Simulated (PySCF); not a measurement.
Identify the unknown among the candidates.

All candidates are C5H12N (charge +1).

- Valence photoelectron: vertical ionisation energy: 15.29 eV [ΔSCF CAM-B3LYP/def2-SVPD]
- NMR, other nuclei: isotropic shieldings of nuclei other than C and H, by class: 173 (1 N) ppm [GIAO KT2/pcSseg-1]
- Polarisability: 63.4 au [CAM-B3LYP/def2-SVPD]
- Rotational structure: rotational constants A, B, C: 4.650, 2.822, 2.763 GHz [PBE0-D3(BJ)/def2-SVP]
- 1H NMR: chemical shifts (computed TMS as zero) by class: 6.08 (1 H), 6.07 (1 H), 5.93 (1 H), 3.12 (9 H) ppm [GIAO KT2/pcSseg-1]
- 13C NMR: chemical shifts (computed TMS as zero) by class: 140.5 (1 C), 114.0 (1 C), 55.6 (3 C) ppm [GIAO KT2/pcSseg-1]
- Couplings: largest of the computed one-bond spin–spin couplings (means over like bonds): 13C–1H +203.4, 13C–1H +182.6, 13C–1H +172.9, 13C–1H +154.2 (×9), 13C–13C +85.4, 15N–13C -5.9, 15N–13C -5.4 (×3) Hz [B3LYP/pcJ-1, spin–dipole term left out for some pairs]
- Triplet: lowest triplet excitation (Tamm–Dancoff): 4.58 eV [TDA CAM-B3LYP/def2-SVPD]
- UV, first state: lowest singlet excitation: 7.95 eV (156 nm, f = 0.403) [TDDFT CAM-B3LYP/def2-SVPD]

Gas-phase values; electronic properties from PySCF, density fitting. Levels stand in brackets. Geometry: PBE0-D3(BJ)/def2-SVP; no solvent, vibrations or thermal averaging. Each NMR value is the plain mean over a class of atoms that symmetry, rotation or inversion makes alike.

**Question.** Which candidate is it?
A. `C=C[N+](C)(C)C`
B. `C[NH+]1CCCC1`
C. `C[N+]1(C)CCC1`

**Answer.** A. It is `C=C[N+](C)(C)C`. Numbering: `[CH2:1]=[CH:2][N+:3]([CH3:4])([CH3:5])[CH3:6]`. 5 carbons fall into 3 classes; from least to most shielded: vinylic carbon bearing nitrogen [C2] (140.5 ppm), terminal =CH2 carbon [C1] (114.0 ppm), N-methyl carbon [C4/C5/C6] (55.6 ppm, 3 C, up to 7.6 ppm apart in this geometry). Hydrogen classes from least to most shielded: 1 H on a vinylic carbon bearing nitrogen, C2 (6.08 ppm), 1 H on a terminal =CH2 carbon, C1 (6.07 ppm), 1 H on a terminal =CH2 carbon, C1 (5.93 ppm), 9 H on 3 N-methyl carbons, C4/C5/C6 (3.12 ppm). The other shieldings belong to: 173 ppm, ammonium nitrogen [N3]. The couplings run between: +203.4 Hz, vinylic carbon bearing nitrogen [C2] and its hydrogen; +182.6 Hz, terminal =CH2 carbon [C1] and its hydrogen; +172.9 Hz, terminal =CH2 carbon [C1] and its hydrogen; +154.2 Hz, N-methyl carbon [C4] and its hydrogen (with 8 like pairs); +85.4 Hz, terminal =CH2 carbon [C1] and vinylic carbon bearing nitrogen [C2]; -5.9 Hz, ammonium nitrogen [N3] and vinylic carbon bearing nitrogen [C2]; -5.4 Hz, ammonium nitrogen [N3] and N-methyl carbon [C4] (with 2 like pairs). S1 is mainly HOMO→LUMO (weight 0.96); the largest Löwdin shares of the orbital it empties are 0.41 on the vinylic carbon bearing nitrogen, 0.38 on the terminal =CH2 carbon and 0.04 on the ammonium nitrogen, of the orbital it fills 0.38 on the terminal =CH2 carbon, 0.32 on the vinylic carbon bearing nitrogen, 0.07 on a vinylic hydrogen and 0.05 on a vinylic hydrogen. The optimised geometry has point group Cs and is an asymmetric top.

The others, at the same levels:
- `C[N+]1(C)CCC1` fails: its computed lowest singlet excitation is 9.67 eV (128 nm, f = 0.031) (against 7.95 eV), vertical ionisation energy is 16.97 eV (against 15.29 eV) and lowest triplet excitation (Tamm–Dancoff) is 9.33 eV (against 4.58 eV).
- `C[NH+]1CCCC1` fails: its computed lowest singlet excitation is 8.78 eV (141 nm, f = 0.001) (against 7.95 eV), vertical ionisation energy is 16.30 eV (against 15.29 eV) and lowest triplet excitation (Tamm–Dancoff) is 8.58 eV (against 4.58 eV).

Each candidate is one conformer, not necessarily the lowest. The conformers computed, where there is a choice (atom-mapped SMILES and torsion angles):
- `[CH2:1]=[CH:2][N+:3]([CH3:4])([CH3:5])[CH3:6]`: C1–C2–N3–C4 -120°

The conformers of `C[NH+]1CCCC1` aren't listed.
